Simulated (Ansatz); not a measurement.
Two isomers of C3H5N: A = `CCC#N`, B = `NC1C=C1`.

Computed with Ansatz on PBE0-D4/def2-TZVP structures; ΔE is electronic, products minus reactants. CCSD(T)/CBS is the MP2 limit (def2-TZVPP, def2-QZVPP) plus CCSD(T) − MP2 in def2-TZVPP, frozen cores. DFT in def2-TZVPP. B3LYP here is the variant with VWN-RPA as its local correlation; programs differ in this. One conformer a species, not always the lowest.

Problem. Which is lower in electronic energy at CCSD(T)/CBS, and by how much? (Estimate.)

Solution. Computed: A, by 57.7 kcal/mol.

Problem. Give E(B) − E(A) in kcal/mol with B3LYP, LDA (SPW92), B3LYP-D4, PBE-D4, CCSD(T)/def2-TZVPP, B2PLYP, CCSD(T)/def2-SVP. (Best estimate.)

Solution. Ansatz gave: B3LYP 58.4, LDA (SPW92) 45.6, B3LYP-D4 58.0, PBE-D4 52.4, CCSD(T)/def2-TZVPP 60.4, B2PLYP 60.3, CCSD(T)/def2-SVP 62.4. None reverses the order clearly.

Problem. Does the order hold for the free energy at 298.15 K (harmonic terms from PBE0-D4)? (An estimate is asked.)

Solution. Ansatz gave: Yes: G(B) − G(A) = +57.6 kcal/mol, for one conformer each.

Largest T1 diagnostic: 0.012.

At CCSD(T), def2-SVP lies +4.7 kcal/mol from the extrapolated value and def2-TZVPP +2.6 kcal/mol. In def2-TZVPP, CCSD(T) changes the Hartree–Fock value by −5.6 kcal/mol (the triples alone add −0.6 kcal/mol) and MP2 by −5.5 kcal/mol.
